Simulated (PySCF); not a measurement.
**The bond of SiH−, level by level**

What are the lowest state that PBE0 finds, the bond length, vibrational wavenumber and bond energy of SiH−, and how much do these hang on the method?

Computed with PySCF 2.14.0. Level: Si def2-SVPD, H def2-SVPD, no relativity.

3 further runs of the same task are left out: 3 set aside as unsound or not needed.

### Step 1. The job

The job is set up so:

```yaml
atoms: Si, H
charge: -1
basis: Si def2-SVPD, H def2-SVPD
Hamiltonian: no relativity
basis_functions: 32
electrons_treated: 16
masses_in_u: 27.9769, 1.0078
levels: PBE0, PBE, r²SCAN, M06-2X, revPBE, r²SCANh, HF, MP2, SCS-MP2, CCSD, CCSD(T)
grid: 80 radial by 434 angular points
occupations: held fixed by the projection of orbital angular momentum
dissociation_limit: Si− + H, each in its ground configuration
starting_distance_in_angstrom: 1.535
values_of_2S_to_try: 0, 2, 4
```

The run is started by

```bash
OMP_NUM_THREADS=1 python dia.py task.json out
```

Further steps of the session: PBE0 along the bond; PBE (GGA); r²SCAN; M06-2X (hybrid meta-GGA); revPBE; r²SCANh (hybrid meta-GGA); UHF (mean field); MP2 and coupled cluster.

Q: Predict the outcome of this session. Wanted: for each run, Re; ωe; De; μ.

As calculated:

Lowest PBE0 solution found, without spin–orbit coupling: ³Σ⁻ (triplet), unpaired electrons π ↑↑.

```
      level  Re (Å)  ωe (cm⁻¹)  De (eV)  μ (D)
        UHF   1.554       1904     2.25  -0.01
    UHF-MP2   1.556       1885     2.74    n/a
UHF-SCS-MP2   1.561       1859     2.85    n/a
   UHF-CCSD   1.565       1828     2.91    n/a
UHF-CCSD(T)   1.567       1815     2.93    n/a
        PBE   1.583       1757     3.16  -0.28
     revPBE   1.585       1749     3.11  -0.26
     r²SCAN   1.566       1827     3.16  -0.15
    r²SCANh   1.563       1844     3.15  -0.13
       PBE0   1.569       1830     3.11  -0.18
     M06-2X   1.556       1861     3.24  -0.24
```

De is counted to Si− + H in their ground configurations. A positive dipole points from Si to H; in an ion it is taken about the centre of mass and does not tell which atom is negative.

Differences from CCSD(T) in the same basis:

```
      level  Re (mÅ)  ωe (%)
        UHF      -14    +4.9
    UHF-MP2      -11    +3.9
UHF-SCS-MP2       -7    +2.4
   UHF-CCSD       -2    +0.7
        PBE      +15    -3.2
     revPBE      +18    -3.7
     r²SCAN       -2    +0.7
    r²SCANh       -5    +1.6
       PBE0       +1    +0.8
     M06-2X      -12    +2.5
```

Judged by CCSD(T) in the same basis: best bond length PBE0 (+1 mÅ), worst revPBE (+18 mÅ); best wavenumber UHF-CCSD and r²SCAN (+0.7 %), worst UHF (+4.9 %). Hartree–Fock makes the bond too short and too stiff against this reference, as it mostly does. PBE gives a bond that is too long and too soft, as GGAs tend to. CCSD(T) in a basis this small is itself some way from its limit, more so than the functionals. Among the levels with a De in the table, it runs from 2.25 eV (UHF) to 3.24 eV (M06-2X).

Correlated steps freeze 5 core orbitals. With some functionals the highest level of the anion is positive, from self-interaction error or because the anion is truly unbound there; the finite basis then holds the extra electron, and no neutral molecule was run to test the binding.
